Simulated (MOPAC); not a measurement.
MOPAC input (PM6):

```
PM6 PRECISE GNORM=0.05 LET XYZ CHARGE=-1 GEO-OK AUX(PRECISION=9) THREADS=1
C2HO2

C     0.37929460 1    0.55476049 1    0.30227314 1
C     0.02534738 1   -0.76307343 1   -0.03003155 1
O     0.69996098 1    1.63440694 1   -0.15189047 1
O    -1.12129664 1   -1.30302412 1   -0.06769073 1
H     0.94283335 1   -1.40118499 1    0.12320002 1
```

**Question.** What heat of formation does the run end on?

**Answer.** -67.83 kcal/mol.
